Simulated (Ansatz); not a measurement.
# CH3N: the cost of one run

Method: the levels named in each step, in Ansatz 0.2.0.

**1. The starting structure**

Bond lengths: C1–N2 1.248 Å, C1–H3 1.083 Å, C1–H4 1.096 Å, N2–H5 1.020 Å. Angles: C1–N2–H5 115.6°, N2–C1–H3 117.6°, N2–C1–H4 126.5°, H3–C1–H4 115.8°.

Structure file:

```xyz
5

C    -0.5754    0.2340    0.0180
N     0.5573   -0.2897   -0.0222
H    -1.4352   -0.4232   -0.0335
H    -0.7970    1.3040    0.1008
H     1.3444    0.3568    0.0277
```

**2. A rough first relaxation, PBE-D4/def2-SVP**

This run stands in another session on the same molecule. It ended at:

```xyz
5

C    -0.5683    0.2197    0.0167
N     0.5837   -0.3282   -0.0254
H    -1.4729   -0.4248   -0.0334
H    -0.7693    1.3154    0.1015
H     1.3210    0.3997    0.0312
```

**3. Relaxation, PBE0-D4/def2-TZVPP**

This run stands in another session on the same molecule. It ended at:

```xyz
5

C    -0.5711    0.2212    0.0168
N     0.5705   -0.3119   -0.0240
H    -1.4534   -0.4188   -0.0331
H    -0.7563    1.2975    0.1002
H     1.3045    0.3939    0.0306
```

**4. Frequencies, PBE0-D4/def2-TZVPP**

input.yaml

```yaml
crystal:
  periodic: [false, false, false]
  atoms:
    - { symbol: C, position_ang: [-0.57114761, 0.22118643, 0.01682549] }
    - { symbol: "N", position_ang: [0.57052788, -0.31194959, -0.02396465] }
    - { symbol: H, position_ang: [-1.45335679, -0.4188297, -0.03305862] }
    - { symbol: H, position_ang: [-0.75631388, 1.29752814, 0.10020446] }
    - { symbol: H, position_ang: [1.3044504, 0.39387472, 0.03063333] }
basis:
  gaussian: { orbitals: def2-TZVPP }
hamiltonian:
  xc: pbe0
  dispersion: d4
phonons: {}
```

The run is started by

```sh
> ansatz run input.yaml --threads 2 --pin off --max-ram 5120MiB --backend cpu --events-out ev --progress --plain --runs-dir out
```

Q: Estimate wall time and peak memory on 2 threads of Arm Neoverse N1, shared host.

About 26 s, with a peak of 0.13 GiB.
